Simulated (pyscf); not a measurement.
5 gas-phase steps of one pattern: four-centre exchange on the singlet surface, Ge–O + H–H or H–H + O–Si or H–H + O–Sn broken and Ge–H + H–O or H–O + H–Si or H–O + H–Sn formed. Single points on ωB97X-D3(BJ)/def2-SVP structures (PySCF, gas phase). Electronic energies in eV, between the relaxed ends of the descent from the saddle (adducts or complexes of the species named), with the reactant end as zero; ΔE‡ and ΔE at ωB97X-D3(BJ)/def2-TZVP. Rows were drawn at random from the steps of this pattern with a verified saddle, stable references and a bound adduct at one end at least.

```csv
row,step,ΔE,ΔE‡
1,HO–SnH: [singlet] + H₂ -> SnH₂ [singlet] + H₂O,+0.03,?
2,HO–GeH: [singlet] + H₂ → GeH₂ [singlet] + H₂O,+0.14,1.17
3,H₃C–O–SiH: [singlet] + H₂ → SiH₂ [singlet] + H₃C–OH,+0.38,1.33
4,HO–SiH: [singlet] + H₂ -> SiH₂ [singlet] + H₂O,+0.49,1.39
5,HO–AsH–O–SiH: [singlet] + H₂ → HO–AsH–OH + SiH₂ [singlet],+0.50,1.44
```

### Question
From a straight line through the complete rows, estimate the missing barrier and say how far the line can be trusted.

### Answer
Over the 4 complete rows the means are +0.38 (ΔE) and 1.33 (ΔE‡); least squares gives b = 0.69 and a = 1.07 eV, with residuals of 0.02 eV (root mean square; largest 0.02, row 5). For row 1: 1.07 + 0.69 × (+0.03) = 1.09 eV, an extrapolation. The computed barrier is 0.96 eV, 0.13 under the line. The line follows the complete rows closely but misses this one by more than their scatter. Each barrier is that of the saddle found. Elements up to Kr have no core potential and no relativistic terms here. Elements past Kr carry the def2 core potentials, without spin-orbit coupling.
